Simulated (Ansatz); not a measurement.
# AlSiH2 (quartet): from Hartree-Fock to the top rungs, def2-TZVPP

The task here is to estimate one member of a computed series from the others.

Method: def2-TZVPP, core rule «outside noble gas», up to 10 orbitals frozen; program: Ansatz 0.2.0, Gaussian basis.

The runs, in order: UHF; ROHF; CCSD(T) on UHF.

2 further runs of the same task are left out: 2 set aside as unsound or not needed.

## The geometry

The geometry is a PBE0/def2-TZVP stationary point (not a proven minimum) of the parent state, kept for this charge and spin.

4 atoms, charge 0, spin multiplicity 4.

Atoms are counted from 1 here; the program's logs count them from 0.

Bond lengths: Si1–Al2 2.453 Å, Al2–H3 1.595 Å, Al2–H4 1.595 Å. Angles: Si1–Al2–H3 120.0°, Si1–Al2–H4 120.0°, H3–Al2–H4 119.9°.

The first run:

Contents of in.yaml:

```yaml
crystal:
  periodic: [false, false, false]
  atoms:
    - {symbol: Si, position_ang: [0.000000, 0.000000, 1.274311]}
    - {symbol: Al, position_ang: [0.000000, 0.000000, -1.178752]}
    - {symbol: H, position_ang: [0.000000, -1.380606, -1.976865]}
    - {symbol: H, position_ang: [0.000000, 1.380606, -1.976865]}
basis:
  gaussian: {orbitals: def2-TZVPP}
magnetization: {spin_polarized: true, initial_magnetization: 3}
hamiltonian: {xc: hf}
output: {orbitals: {seedname: orbitals}}
```

The run is started by

```
> ansatz run in.yaml --threads 1 --pin off --events-out ev --progress --plain --max-ram 4096MiB --backend cpu
```

Among the steps run: UHF; ROHF; CCSD(T) on UHF.

One table of the session follows, with a row left open; its other results are not shown here.

```
  method  from UCCSD(T) (kcal/mol)
    ROHF                   +115.81
     UHF                   +115.09
    UMP2                         ?
   UCCSD                     +4.37
UCCSD(T)                         0
```

Q: Estimate the row for UMP2 from the others.

**Answer.** from UCCSD(T) (kcal/mol): +25.16. In the column «from UCCSD(T) (kcal/mol)» it lies between UCCSD (+4.37) and UHF (+115.09).
